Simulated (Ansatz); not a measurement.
Which is lower?

Two relaxed structures of SiNH4S (charge -1), closed shell (PBE0-D4/def2-TZVPD; forces vanish, vibrations not checked).

A:

| atom | x (Å) | y (Å) | z (Å) |
| --- | --- | --- | --- |
| N1 | -1.1199 | -0.1168 | -1.2497 |
| Si2 | -0.2561 | 0.6798 | 0.1140 |
| S3 | 1.6816 | -0.5596 | 0.3703 |
| H4 | -1.7155 | -0.8765 | -0.9486 |
| H5 | 0.5410 | 1.6591 | -0.7618 |
| H6 | -0.5518 | -0.4531 | -2.0191 |
| H7 | 1.2829 | -1.2857 | 1.4263 |

B:

```
7
angstrom
N -1.3081 -0.2029 -1.1978
Si -0.2488 0.5903 -0.2278
S 1.3651 -0.5828 0.8260
H -1.9165 -0.8719 -0.7367
H 0.5306 1.6017 -1.0174
H -0.6673 1.3358 1.0320
H 1.6632 -1.3271 -0.2516
```

Program: Ansatz 0.2.0. Basis: def2-TZVPPD. Cores are frozen in the correlated methods. B3LYP uses VWN-RPA correlation.

Problem. Which structure is lower at CCSD(T), and by how much? (To be estimated.)

Solution. The calculation gives: A, by 0.012 eV (electronic energy, against the other); a gap this small isn't resolved in one triple-zeta basis. By their contacts, A is SiNH₄S ([NH2][SiH][SH]), total charge -1 and B is SiNH₄S ([NH][SiH2][SH]), total charge -1.

Problem. Do the other methods give the same order? (Judge from chemistry; the calculation decides.)

Solution. Computed: Not all: r2SCAN-D4, MP2 give the other order.

```csv
method,E(B) − E(A) (eV)
PBE-D4,0.065
r2SCAN-D4,-0.046
PBE0-D4,0.084
B3LYP-D4,0.034
wB97M-V,0.074
HF,0.055
MP2,-0.105
CCSD,0.037
CCSD(T),0.012
```

No T1 diagnostic of these runs exceeds 0.015.

Labels in which every atom is bracketed show which atoms are joined, not bond orders.

For scale, one of the runs: CCSD(T)/def2-TZVPPD, 204 basis functions, launched by `ansatz run in.yaml --threads 2 --pin off --events-out ev --progress --plain --max-ram 4352MiB`. The run took 43 s on 2 CPU threads of an Arm Neoverse V2 (shared host), with 2.4 GiB of host memory at its peak.
